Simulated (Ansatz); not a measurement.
**B2H3Cl: ionisation energy by level of theory**

Aim: the vertical ionisation energy of B2H3Cl, as cation minus neutral at the neutral's geometry, on several levels, and how well −ε(HOMO) stands in for it.

The runs use Ansatz 0.2.0, Gaussian basis; unrestricted cation, the program's frozen cores in correlated methods.

The runs, in order: UKS PBE-D4/def2-TZVPP; UKS r2SCAN-D4/def2-TZVPP; UKS PBE0-D4/def2-TZVPP; UKS B3LYP-D4/def2-TZVPP; UKS wB97X-V/def2-TZVPP; UKS wB97M-V/def2-TZVPP; UKS B2PLYP/def2-TZVPP; UHF-CCSD(T)/def2-TZVPP; UHF-MP2/def2-QZVPP; extrapolation to the limit; then −ε(HOMO) from the neutral's earlier runs with LDA (SPW92), PBE-D4, revPBE-D4, BLYP-D4, r2SCAN-D4, B97M-V, PBE0-D4, B3LYP-D4, r2SCANh-D4, r2SCAN0-D4, HSE06-D4, BHLYP-D4, CAM-B3LYP-D4, LC-ωPBE, ωB97X-V, ωB97M-V.

## 1. The relaxed structure

The geometry comes from an earlier relaxation with PBE0-D4/def2-TZVP; it is a stationary point.

SMILES `BBCl`, 6 atoms, charge 0, spin multiplicity 1.

Atoms are counted from 1 here; the program's logs count them from 0.

Bond lengths: B1–B2 1.654 Å, B1–H4 1.198 Å, B1–H5 1.198 Å, B2–Cl3 1.753 Å, B2–H6 1.196 Å. Angles: B2–B1–H4 121.7°, B2–B1–H5 121.6°, H4–B1–H5 116.7°, B1–B2–Cl3 117.9°, B1–B2–H6 126.1°, Cl3–B2–H6 116.1°.

## 2. Cation, UKS PBE-D4/def2-TZVPP

in.yaml reads:

```yaml
crystal:
  periodic: [false, false, false]
  atoms:
    - {symbol: B, position_ang: [-0.293967, 0.024628, -0.830417]}
    - {symbol: B, position_ang: [0.390789, -0.174245, 0.661772]}
    - {symbol: Cl, position_ang: [-0.208209, 0.817989, 1.976811]}
    - {symbol: H, position_ang: [0.135724, 0.817858, -1.619109]}
    - {symbol: H, position_ang: [-1.250426, -0.610958, -1.172709]}
    - {symbol: H, position_ang: [1.268089, -0.939371, 0.937552]}
basis:
  gaussian: {orbitals: def2-TZVPP}
total_charge: 1
magnetization: {spin_polarized: true, initial_magnetization: 1}
hamiltonian: {xc: pbe, dispersion: d4}
```

On the command line:

```bash
$ ansatz run in.yaml --threads 2 --pin off --events-out ev --progress --plain --max-ram 4352MiB
```

The runs that follow: Cation, UKS r2SCAN-D4/def2-TZVPP; Cation, UKS PBE0-D4/def2-TZVPP; Cation, UKS B3LYP-D4/def2-TZVPP; Cation, UKS wB97X-V/def2-TZVPP; Cation, UKS wB97M-V/def2-TZVPP; Cation, UKS B2PLYP (frozen core)/def2-TZVPP; Cation, UHF-CCSD(T)/def2-TZVPP; Cation, UHF-MP2/def2-QZVPP.

**Question.** What will the summary of the whole plan be? Wanted: ionisation energy, CCSD(T)/CBS; nearest functional by difference; nearest −ε(HOMO); −ε(HOMO) of PBE; T1 of the cation.

**Answer**, as computed:

| quantity | value |
| --- | --- |
| ionisation energy, CCSD(T)/CBS | 10.87 eV |
| nearest functional by difference | ωB97X-V (-0.19 eV) |
| nearest −ε(HOMO) | LC-ωPBE (+0.01 eV) |
| −ε(HOMO) of PBE | 6.77 eV |
| T1 of the cation | 0.044 |

In words: Energy differences with functionals land within 0.71 eV of the reference. −ε(HOMO) of PBE misses by 4.1 eV, since self-interaction lifts the level. Among orbital estimates LC-ωPBE comes nearest. Hartree-Fock falls 0.65 eV short, as the neutral has more correlation energy than the cation. The cation's T1 (from the report) is 0.044, near the customary mark of 0.045 for open shells, so the coupled-cluster value is less safe.
